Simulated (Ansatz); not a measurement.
Basis-set extrapolation for C3H4F2 (`F/C=C\CF`) (PBE0-D4/def2-TZVP geometry, frozen core, the Gaussian-basis code of Ansatz). Multiplicity 1, RHF reference.

```
                      def2-TZVPP   def2-QZVPP
                 HF  -314.906803  -314.920759
    MP2 correlation    -0.981303    -1.061475
CCSD(T) correlation    -1.043967      not run
```

Energies in hartree. Use E(X) = E(∞) + A·exp(−7.88·√X) for Hartree–Fock and E(X) = E(∞) + B·X^(−2.97) for correlation, with X = 3 and 4, and add CCSD(T) minus MP2 of the smaller set to the MP2 limit.

**Question.** What is the CCSD(T) energy at the basis-set limit?

**Answer.** HF limit: -314.920759 + (-0.013956) × 0.13774 = -314.92268. MP2 limit: -1.061475 + (-0.080172) × 0.74074 = -1.12086. Higher-order term: -1.043967 − (-0.981303) = -0.06266. Total: -316.10620 hartree, 408.1 kJ/mol below CCSD(T)/def2-TZVPP.
